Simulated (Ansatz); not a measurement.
Isomers of Li3H5⁺ (doublet), relaxed with PBE0-D4/def2-TZVP; total energies from Ansatz at CCSD(T)/def2-TZVPP.

```csv
isomer,description,energy (Eh)
A,point group not assigned; 6 × H–Li 1.62 to 1.81 Å,-25.23739
B,point group Cs; 4 × H–Li 1.65 to 1.72 Å,-25.23081
```

Correlated methods freeze no core orbitals; core or outer-core shells of Li are correlated, in sets that lack core-valence functions.

The isomers come from a short search, and lower ones may exist.

Question: Work out the relative energies (1 Eh = 2625.5 kJ/mol) and the Boltzmann populations at 1200 K from electronic energies alone (R = 8.314 J/mol/K).

Answer: ΔE: A 0.0, B 17.3 kJ/mol. RT = 9.98 kJ/mol. Factors exp(−ΔE/RT): A 1, B 0.177; sum 1.177. Populations: A 85.0 %, B 15.0 %. Zero-point energy, vibrational entropy and symmetry numbers are left out and can shift these; an error of 4 kJ/mol changes a ratio by a factor of 1.5. Over the other density-functional and correlated levels in def2 sets, the gap between A and B ranges from 9 to 20 kJ/mol.
